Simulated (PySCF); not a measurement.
# HNO (nitroxyl): r2SCAN/STO-6G

Aim: the energy change on altering one bond length of HNO (nitroxyl) at r2SCAN/STO-6G, from 2 runs. 

The calculation is run with PySCF 2.14.0.

11 further runs of the same task are left out: 11 set aside as unsound or not needed.

## 1. The molecule

HNO has 3 atoms, charge 0, and is taken as a singlet. As SMILES, `N=O`. Geometry: relaxed at GFN2-xTB.

Bond lengths: N1–O2 1.201 Å, N1–H3 1.062 Å. Angles: O2–N1–H3 112.4°.

## 2. A single-point energy at r2SCAN/STO-6G

Contents of job.py:

```python
# nitroxyl
from pyscf import gto, dft

system = gto.Mole()
system.atom = '''
N     -0.521451     0.561664    -0.216903
O      1.452406     0.789962     0.880896
H     -0.930955    -1.351608    -0.664012
'''
system.max_memory = 1860
system.charge = 0
system.unit = 'bohr'
system.spin = 0
system.verbose = 3
system.basis = 'sto-6g'
system.build()

mf = dft.RKS(system, xc='r2scan')
mf.grids.level = 5
mf.conv_tol = 1e-10
mf.kernel()
if not mf.converged:
    mf = mf.newton().run(mf.mo_coeff, mf.mo_occ)

e_final = mf.e_tot
print(f'total energy: {e_final:.8f} hartree')
```

Run with:

```sh
$ OMP_NUM_THREADS=1 python job.py
```

Log:

```text
converged SCF energy = -129.8997056659
total energy: -129.89970567 hartree
```

Run time: 1.8 s. Hardware: 1 thread of Arm Neoverse V2, shared host; peak memory 0.16 GiB.

## 3. The distorted shape

Contents of start.xyz:

```xyz
3

N     -0.232599     0.499716    -0.067459
O      0.811921     0.620526     0.513471
H     -0.492640    -0.715240    -0.351380
```

Contents of calc.py:

```python
from pyscf import gto, dft

mol = gto.M(
    atom='start.xyz',
    max_memory=1860,
    charge=0,
    verbose=4,
    basis='sto-6g',
)

mf = dft.RKS(mol, xc='r2scan')
mf.conv_tol = 1e-10
mf.grids.level = 5
mf.kernel()
if not mf.converged:
    mf = mf.newton().run(mf.mo_coeff, mf.mo_occ)

energy = mf.e_tot
print('E = %.10f Eh' % energy)
```

Run with:

```sh
$ OMP_NUM_THREADS=1 python calc.py
```

Log:

```text
PySCF version 2.14.0

[INPUT] num. atoms = 3
[INPUT] num. electrons = 16
[INPUT] charge = 0
[INPUT] spin (= nelec alpha-beta = 2S) = 0
[INPUT] symmetry False subgroup None
[INPUT] Mole.unit = angstrom
[INPUT] Symbol           X                Y                Z      unit          X                Y                Z       unit  Magmom
[INPUT]  1 N     -0.232599000000   0.499716000000  -0.067459000000 AA   -0.439548406848   0.944326380063  -0.127479034637 Bohr   0.0
[INPUT]  2 O      0.811921000000   0.620526000000   0.513471000000 AA    1.534308324783   1.172624193172   0.970319562907 Bohr   0.0
[INPUT]  3 H     -0.492640000000  -0.715240000000  -0.351380000000 AA   -0.930954678006  -1.351607713334  -0.664011965650 Bohr   0.0

nuclear repulsion = 29.6322089762978
number of shells = 7
number of NR pGTOs = 66
number of NR cGTOs = 11
basis = sto-6g
ecp = {}

******** <class 'pyscf.dft.rks.RKS'> ********
method = RKS
initial guess = minao
damping factor = 0
level_shift factor = 0
DIIS = <class 'pyscf.scf.diis.CDIIS'>
diis_start_cycle = 1
diis_space = 8
diis_damp = 0
SCF conv_tol = 1e-10
SCF conv_tol_grad = None
SCF max_cycles = 50
direct_scf = True
direct_scf_tol = 1e-13
XC library pyscf.dft.libxc version 7.0.0
    S. Lehtola, C. Steigemann, M. J.T. Oliveira, and M. A.L. Marques.,  SoftwareX 7, 1–5 (2018)
XC functionals = r2scan
    J. W. Furness, A. D. Kaplan, J. Ning, J. P. Perdew, and J. Sun.,  J. Phys. Chem. Lett. 11, 8208-8215 (2020)
    J. W. Furness, A. D. Kaplan, J. Ning, J. P. Perdew, and J. Sun.,  J. Phys. Chem. Lett. 11, 9248-9248 (2020)
    J. W. Furness, A. D. Kaplan, J. Ning, J. P. Perdew, and J. Sun.,  J. Phys. Chem. Lett. 11, 8208-8215 (2020)
    J. W. Furness, A. D. Kaplan, J. Ning, J. P. Perdew, and J. Sun.,  J. Phys. Chem. Lett. 11, 9248-9248 (2020)
radial grids:
    Treutler-Ahlrichs [JCP 102, 346 (1995); DOI:10.1063/1.469408] (M4) radial grids

becke partition: Becke, JCP 88, 2547 (1988); DOI:10.1063/1.454033
pruning grids: <function nwchem_prune>
grids dens level: 5
symmetrized grids: False
atomic radii adjust function: <function treutler_atomic_radii_adjust>
small_rho_cutoff = 0
Set gradient conv threshold to 1e-05
Initial guess from minao.
tot grids = 108632
init E= -130.125438938763
  HOMO = -0.180895372747863  LUMO = -0.0876407396698539  gap/eV = 2.53759
cycle= 1 E= -129.840787353162  delta_E= 0.285  |g|= 0.438  |ddm|=  2.5
  HOMO = -0.0507021386547215  LUMO = 0.00872055589166476  gap/eV = 1.61697
cycle= 2 E= -129.24992556006  delta_E= 0.591  |g|= 1.56  |ddm|= 2.09
  HOMO = -0.109122946198282  LUMO = -0.0521742563924877  gap/eV = 1.54965
cycle= 3 E= -129.897310283963  delta_E= -0.647  |g|= 0.0923  |ddm|= 1.61
  HOMO = -0.102714508574214  LUMO = -0.0397718803001469  gap/eV = 1.71276
cycle= 4 E= -129.899004058007  delta_E= -0.00169  |g|= 0.0406  |ddm|= 0.199
  HOMO = -0.107162872644445  LUMO = -0.0480284309491199  gap/eV = 1.60913
cycle= 5 E= -129.899954823271  delta_E= -0.000951  |g|= 0.0014  |ddm|= 0.101
  HOMO = -0.107264894558373  LUMO = -0.0481461429462783  gap/eV = 1.60870
cycle= 6 E= -129.899955497524  delta_E= -6.74e-07  |g|= 0.000242  |ddm|= 0.00227
  HOMO = -0.107273960542006  LUMO = -0.0481571848497011  gap/eV = 1.60865
cycle= 7 E= -129.899955513336  delta_E= -1.58e-08  |g|= 2.95e-05  |ddm|= 0.000205
  HOMO = -0.107273628551996  LUMO = -0.0481563625248121  gap/eV = 1.60866
cycle= 8 E= -129.899955513571  delta_E= -2.35e-10  |g|= 4.03e-07  |ddm|= 2.82e-05
  HOMO = -0.107273601135853  LUMO = -0.0481563173136366  gap/eV = 1.60866
cycle= 9 E= -129.899955513571  delta_E= -2.27e-13  |g|= 1.18e-07  |ddm|= 3.2e-06
  HOMO = -0.107273589468364  LUMO = -0.0481562951121756  gap/eV = 1.60866
Extra cycle  E= -129.899955513572  delta_E= -2.27e-13  |g|= 1.12e-07  |ddm|= 1.46e-06
converged SCF energy = -129.899955513572
E = -129.8999555136 Eh
```

Wall time 2 s (1 thread of Arm Neoverse V2, shared host); peak memory 0.16 GiB.

## 4. What came out

At r2SCAN/STO-6G:

```
                                                         quantity          value
                                        first shape: total energy  -129.89971 Eh
                                       first shape: dipole moment         1.33 D
                                         first shape: HOMO energy       -2.46 eV
                                         first shape: LUMO energy       -1.11 eV
                                       first shape: HOMO–LUMO gap        1.35 eV
                                    distorted shape: total energy  -129.89996 Eh
                                   distorted shape: dipole moment         0.86 D
                                     distorted shape: HOMO energy       -2.92 eV
                                     distorted shape: LUMO energy       -1.31 eV
                                   distorted shape: HOMO–LUMO gap        1.61 eV
energy change with the N1–H3 bond stretched from 1.062 to 1.275 Å      -0.007 eV
```

**Reading.** With the N1–H3 bond stretched from 1.062 to 1.275 Å the energy falls by 0.01 eV (0.7 kJ/mol). The first shape isn't relaxed at this level, so the change isn't measured from a minimum. The minimal basis adds a large error of its own. Mulliken charges (distorted shape) run from -0.05 on O2 to +0.06 on H3; they depend strongly on the basis.
